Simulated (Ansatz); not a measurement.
Mulliken charges of dimethyl ether, C2H6O from B3LYP/def2-TZVPP in Ansatz (PBE0-D4/def2-TZVP geometry).

```tsv
atom	x (Å)	y (Å)	z (Å)	charge (e)
C1	-0.404	0.867	-0.647	-0.107
O2	0.573	-0.133	-0.598	-0.324
C3	0.489	-0.893	0.574	-0.107
H4	-1.418	0.444	-0.619	0.078
H5	-0.274	1.412	-1.583	0.114
H6	-0.302	1.572	0.191	0.078
H7	-0.483	-1.399	0.658	0.078
H8	1.277	-1.645	0.538	0.114
H9	0.631	-0.271	1.469	0.078
```

Question: By hand: the dipole of these point charges (1 e Å = 4.8032 D).

Answer: Σ q r = (-0.203, 0.046, 0.215) e Å, of length 0.299 e Å = 1.44 D.

Question: How does the dipole of the full density compare? (Estimate.)

Answer: Ansatz gave: (-0.171, 0.039, 0.181) e Å, 1.21 D; the point charges give 1.19 times that, at 0° from its direction.

Point charges leave out the atoms' own dipoles, such as those of lone pairs, and Mulliken's split depends on the basis, so the two needn't agree.

B3LYP here is the variant with VWN-RPA as its local correlation; programs differ in this.
